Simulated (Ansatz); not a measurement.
Run this with Ansatz 0.2.0, Python API and show what comes out.

Contents of `c2h3no.xyz`:
```text
7

N     1.40230    0.19380   -0.04490
C     0.20540   -0.20230   -0.27950
C    -0.83160   -0.12570    0.79220
O    -1.07680    1.20810    1.11900
H     2.12610    0.13560   -0.77580
H    -0.05160   -0.61350   -1.25190
H    -1.77370   -0.59600    0.44100
```

`methods_c2h3no.py`:
```python
# -*- coding: utf-8 -*-
'''One geometry of C2H3NO(-), method by method.'''

import ansatz as az


def main():
    c2h3no = az.Crystal.molecule_from_extxyz('c2h3no.xyz')

    calculation = (
        c2h3no.calculation()
        .basis(gaussian='cc-pVDZ')
        .charge(-1)
        .spin('collinear', total=1)
        .accuracy('high')
    )

    methods = ['mp2', 'ccsd', 'ccsd_t']
    batch = az.Session.batch([calculation.correlation(m).input() for m in methods])
    reports = sorted(batch.plan().execute().molecular_reports, key=lambda each: each['member'])
    print(f'Hartree-Fock reference {reports[0]["reference_energy_ev"] / 27.211386246:.6f} Ha')
    best = reports[-1]['free_energy_ev'] - reports[-1]['reference_energy_ev']
    for method, each in zip(methods, reports):
        gained = each['free_energy_ev'] - each['reference_energy_ev']
        print(f'{method:8s} total {each["free_energy_ev"] / 27.211386246:.6f} Ha  correlation {gained:9.4f} eV  ({100 * gained / best:.1f} % of the last)')


if __name__ == '__main__':
    main()
```

```console
$ python methods_c2h3no.py
Hartree-Fock reference -206.682343 Ha
mp2      total -207.286319 Ha  correlation  -16.4350 eV  (91.7 % of the last)
ccsd     total -207.319036 Ha  correlation  -17.3253 eV  (96.6 % of the last)
ccsd_t   total -207.341252 Ha  correlation  -17.9298 eV  (100.0 % of the last)
```

Reading the output:
- These settings explore the input space; basis and method may be short of convergence.
- The geometry is a force-field or estimated start, not a minimum of this method, and the basis set is short of its limit. A lower total doesn't mark the better method: functionals have no common bound, and MP2 and coupled cluster aren't variational.
- The run takes the species as open-shell (spin multiplicity 2), which needn't be its ground state.
- Inner cores stay frozen, so this is valence correlation.
- Anions want diffuse functions, which this basis lacks.
